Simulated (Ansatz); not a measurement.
Input file:

```yaml
crystal:
  periodic: [false, false, false]
  atoms:
    - {symbol: Hf, position_ang: [0.000000, 0.000000, 0.000000]}
    - {symbol: N, position_ang: [0.000000, 0.000000, 1.716545]}
basis:
  gaussian: {orbitals: def2-SVP}
magnetization: {spin_polarized: true, initial_magnetization: 1}
correlation: {method: ccsdt_q, electrons: outside_noble_gas}
```

```sh
$ ansatz run in.yaml --threads 1 --pin off --events-out ev --progress --plain --max-ram 2393MiB
```

The program prints:

```
834 factors; integrals over basis functions are off by at most 2.5e-7 eV
mean field evaluation 1: about -2754.3534 eV, gradient 5.2e1 eV
mean field evaluation 2: about -2754.3620 eV, gradient 5.2e1 eV
mean field evaluation 4: about -2767.6735 eV, gradient 6.1e0 eV
mean field evaluation 8: about -2768.1020 eV, gradient 5.1e-1 eV
mean field evaluation 16: about -2768.1777 eV, gradient 1.4e-2 eV
mean field evaluation 32: about -2766.9084 eV, gradient 1.3e0 eV
mean field evaluation 64: about -2768.0137 eV, gradient 8.9e-1 eV
mean field evaluation 96: about -2768.1450 eV, gradient 2.6e-2 eV
mean field evaluation 128: about -2768.1462 eV, gradient 2.3e-2 eV
mean field evaluation 160: about -2768.1424 eV, gradient 4.7e-1 eV
...
cycle  17  -7.53616996 eV  change    2.4e-4 eV  update   1.0e-4
cycle  18  -7.53611865 eV  change    5.1e-5 eV  update   7.1e-5
cycle  19  -7.53608990 eV  change    2.9e-5 eV  update   3.5e-5
cycle  20  -7.53607589 eV  change    1.4e-5 eV  update   2.0e-5
cycle  21  -7.53606539 eV  change    1.0e-5 eV  update   1.1e-5
cycle  22  -7.53608273 eV  change   -1.7e-5 eV  update   6.4e-6
cycle  23  -7.53608305 eV  change   -3.3e-7 eV  update   3.4e-6
cycle  24  -7.53608109 eV  change    2.0e-6 eV  update   2.1e-6
cycle  25  -7.53608499 eV  change   -3.9e-6 eV  update   1.1e-6
cycle  26  -7.53608552 eV  change   -5.4e-7 eV  update   6.8e-7
perturbative correction -0.06366470 eV, -0.0023396347 hartree
Total energy: -2775.77746230 eV, -102.0079402499 hartree
```

Ran on 1 thread of Intel Xeon 6975P-C, shared host: 33 s wall, 0.33 GiB peak host memory.
